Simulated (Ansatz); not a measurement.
Gas-phase reaction in SMILES: C=[C]C#N → [CH]=CC#N

Property: isomerisation energy (enthalpy at 298 K), in kcal/mol. Terms: dispersion terms only where a functional's name holds one; open shells spin-unrestricted; 6-311+G** with 5d; LANL2DZ all-electron up to Ne; six Cartesian d functions in 6-31G* and its kin unless marked 5d; non-relativistic; spin-orbit terms left out. First-principles rows: single points at B3LYP-D3(BJ) geometries (Ansatz, a first-principles code), with unscaled harmonic terms from B3LYP/6-31G* at its own minima.

| level | program | isomerisation energy (enthalpy at 298 K) (kcal/mol) |
|---|---|---|
| PBE/STO-3G | Ansatz | 15.1 |
| PBE/3-21G | Ansatz | 14.3 |
| PBE/LANL2DZ | Ansatz | 12.9 |
| PBE/6-31G* | Ansatz | 13.4 |
| PBE/def2-SVP | Ansatz | 13.2 |
| PBE/6-311+G** | Ansatz | 12.5 |
| PBE/def2-TZVPD | Ansatz | 12.6 |

No value to compare with is used here. The 6 habitual levels span 12.5 (PBE/6-311+G**) to 15.1 kcal/mol (PBE/STO-3G); PBE/def2-TZVPD gives 12.6.

The sets are all those run for this method; runs whose electronic state is in doubt are left out.
